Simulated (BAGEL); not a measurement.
# C2H3Cl (SMILES C=CCl): HF/STO-3G (density fitting with cc-pvqz-jkfit)

Aim: the energy change on altering one bond length of C2H3Cl at HF/STO-3G (density fitting with cc-pvqz-jkfit), from 2 runs. 

The results are computed with BAGEL 1.2.2.

2 further runs of the same task are left out: 2 set aside as unsound or not needed.

**1. Starting point**

C2H3Cl: 6 atoms, total charge 0, spin state singlet. As SMILES, `C=CCl`. The shape is that of a PBE0-D4/def2-TZVP optimisation.

Bond lengths: C1–C2 1.320 Å, C2–Cl3 1.721 Å, C1–H4 1.083 Å, C1–H5 1.083 Å, C2–H6 1.083 Å. Angles: C1–C2–Cl3 123.5°, C1–C2–H6 123.6°, Cl3–C2–H6 112.9°, C2–C1–H4 122.1°, C2–C1–H5 119.4°, H4–C1–H5 118.4°.

**2. The energy at HF/STO-3G (density fitting with cc-pvqz-jkfit)**

Input file job.json:

```json
{ "bagel" : [

{
  "title" : "molecule",
  "basis" : "sto-3g",
  "df_basis" : "cc-pvqz-jkfit",
  "angstrom" : true,
  "geometry" : [
    { "atom" : "C", "xyz" : [   -0.461860,    0.202020,   -0.539180 ] },
    { "atom" : "C", "xyz" : [    0.378470,   -0.011560,    0.455830 ] },
    { "atom" : "Cl", "xyz" : [    0.897380,   -1.579540,    0.939640 ] },
    { "atom" : "H", "xyz" : [   -0.883050,   -0.607730,   -1.121290 ] },
    { "atom" : "H", "xyz" : [   -0.744690,    1.217510,   -0.788270 ] },
    { "atom" : "H", "xyz" : [    0.813760,    0.779300,    1.053260 ] }
  ]
},
{
  "title" : "hf"
},
{
  "title" : "print",
  "file" : "orbitals.molden",
  "orbitals" : true
}

]}
```

Launch:

```console
$ BAGEL_NUM_THREADS=1 BAGEL job.json > job.out
```

What it wrote:

```text
* using 1 threads per process

  ===============================================================
  ===============================================================

  *** Geometry ***

  { "atom" : "C", "xyz" : [     -0.872789,      0.381762,     -1.018903 ] },
  { "atom" : "C", "xyz" : [      0.715205,     -0.021845,      0.861394 ] },
  { "atom" : "Cl", "xyz" : [      1.695802,     -2.984898,      1.775662 ] },
  { "atom" : "H", "xyz" : [     -1.668723,     -1.148443,     -2.118931 ] },
  { "atom" : "H", "xyz" : [     -1.407260,      2.300760,     -1.489614 ] },
  { "atom" : "H", "xyz" : [      1.537784,      1.472664,      1.990373 ] },

  Number of auxiliary basis functions:      513

  Since a DF basis is specified, we compute 2- and 3-index integrals:
    o Being stored without compression. Storage requirement is 0.002 GB

  Number of basis functions:       22
  Number of electrons      :       32

    * METHOD: MOLECULE                             0.19

  *** RHF ***

  === Nuclear Repulsion ===
    89.2688569740

      * DIIS with orbital gradients will be used.

  === RHF iteration (sto-3g) ===
      0       -531.03558489          0.01400075           0.01
      1       -531.07153768          0.00563646           0.01
      2       -531.07589234          0.00131880           0.01
      3       -531.07629207          0.00027643           0.01
      4       -531.07631239          0.00005967           0.01
      5       -531.07631390          0.00001199           0.01
      6       -531.07631396          0.00000374           0.01
      7       -531.07631397          0.00000059           0.01
      8       -531.07631397          0.00000014           0.01
      9       -531.07631397          0.00000004           0.01
     10       -531.07631397          0.00000001           0.01
    * SCF iteration converged.

    * Permanent dipole moment:
           (    0.285071,    -0.705387,     0.279977) a.u.

    * METHOD: HF                                   0.17

    * METHOD: PRINT                                0.00

  ===============================================================
```

Run time: 0.5 s. Hardware: 1 thread of Arm Neoverse V1, shared host.

**3. The distorted shape, same level**

Input file input.json:

```json
{ "bagel" : [

{
  "title" : "molecule",
  "basis" : "sto-3g",
  "df_basis" : "cc-pvqz-jkfit",
  "angstrom" : true,
  "geometry" : [
    { "atom" : "C", "xyz" : [      -0.398662,       0.323520,      -0.451837 ] },
    { "atom" : "C", "xyz" : [       0.441668,       0.109940,       0.543173 ] },
    { "atom" : "Cl", "xyz" : [       0.960578,      -1.458040,       1.026983 ] },
    { "atom" : "H", "xyz" : [      -0.883050,      -0.607730,      -1.121290 ] },
    { "atom" : "H", "xyz" : [      -0.681492,       1.339010,      -0.700927 ] },
    { "atom" : "H", "xyz" : [       0.876958,       0.900800,       1.140603 ] }
  ]
},

{
  "title" : "hf"
},

{
  "title" : "print",
  "file" : "orbitals.molden",
  "orbitals" : true
}

]}
```

Launch:

```console
$ BAGEL_NUM_THREADS=1 BAGEL input.json > input.out
```

What it wrote:

```text
* using 1 threads per process

  ===============================================================
  ===============================================================

  *** Geometry ***

  { "atom" : "C", "xyz" : [     -0.753362,      0.611364,     -0.853848 ] },
  { "atom" : "C", "xyz" : [      0.834632,      0.207756,      1.026448 ] },
  { "atom" : "Cl", "xyz" : [      1.815229,     -2.755296,      1.940717 ] },
  { "atom" : "H", "xyz" : [     -1.668723,     -1.148443,     -2.118931 ] },
  { "atom" : "H", "xyz" : [     -1.287833,      2.530362,     -1.324560 ] },
  { "atom" : "H", "xyz" : [      1.657210,      1.702265,      2.155427 ] },

  Number of auxiliary basis functions:      513

  Since a DF basis is specified, we compute 2- and 3-index integrals:
    o Being stored without compression. Storage requirement is 0.002 GB

  Number of basis functions:       22
  Number of electrons      :       32

    * METHOD: MOLECULE                             0.19

  *** RHF ***

  === Nuclear Repulsion ===
    88.6969945380

      * DIIS with orbital gradients will be used.

  === RHF iteration (sto-3g) ===
      0       -531.01723554          0.01396014           0.01
      1       -531.05361400          0.00534723           0.01
      2       -531.05758726          0.00140076           0.01
      3       -531.05800027          0.00030826           0.01
      4       -531.05802279          0.00005784           0.01
      5       -531.05802418          0.00001187           0.01
      6       -531.05802423          0.00000363           0.01
      7       -531.05802424          0.00000064           0.01
      8       -531.05802424          0.00000014           0.01
      9       -531.05802424          0.00000004           0.01
     10       -531.05802424          0.00000001           0.01
    * SCF iteration converged.

    * Permanent dipole moment:
           (    0.308209,    -0.704522,     0.307988) a.u.

    * METHOD: HF                                   0.17

    * METHOD: PRINT                                0.00

  ===============================================================
```

Wall time 0.48 s (1 thread of Arm Neoverse V1, shared host).

**4. Outcome**

At HF/STO-3G (density fitting with cc-pvqz-jkfit):

```
                                                         quantity          value
                                        first shape: total energy  -531.07631 Eh
                                       first shape: dipole moment         2.06 D
                                         first shape: HOMO energy       -8.89 eV
                                         first shape: LUMO energy        7.77 eV
                                       first shape: HOMO–LUMO gap       16.66 eV
                                    distorted shape: total energy  -531.05802 Eh
                                   distorted shape: dipole moment         2.11 D
                                     distorted shape: HOMO energy       -8.81 eV
                                     distorted shape: LUMO energy        7.88 eV
                                   distorted shape: HOMO–LUMO gap       16.69 eV
energy change with the C1–H4 bond stretched from 1.083 to 1.245 Å       0.498 eV
```

**Reading.** With the C1–H4 bond stretched from 1.083 to 1.245 Å the energy rises by 0.50 eV (11.5 kcal/mol). The first shape isn't relaxed at this level, so the change isn't measured from a minimum. The minimal basis adds a large error of its own.
